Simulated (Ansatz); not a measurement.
A calculation with Ansatz (development build ahead of 0.2.0).

```yaml
crystal:
  periodic: [false, false, false]
  atoms:
    - { symbol: C, position_ang: [0.0, 0.0, -1.4] }
    - { symbol: C, position_ang: [0.0, 0.0, 0.0] }
    - { symbol: "N", position_ang: [0.0, 0.0, 1.17] }
basis:
  gaussian: { orbitals: cc-pVTZ }
magnetization:
  initial_magnetization: 1
hamiltonian:
  xc: hf
correlation:
  method: ccsd_t
  frozen_orbitals: { C: 1, "N": 1 }
```

The input is written out in the form of the current development build from the run's settings. Correlation on restricted open-shell orbitals is semicanonical, with singles.

Results

```yaml
Converged: yes
Reference_energy: -130.04501 hartree
CCSD_correlation_energy: -0.45343 hartree
Triples_correction: -0.02610 hartree
Total_energy: -130.52453 hartree
Spin_squared_of_the_determinant: 0.750
```
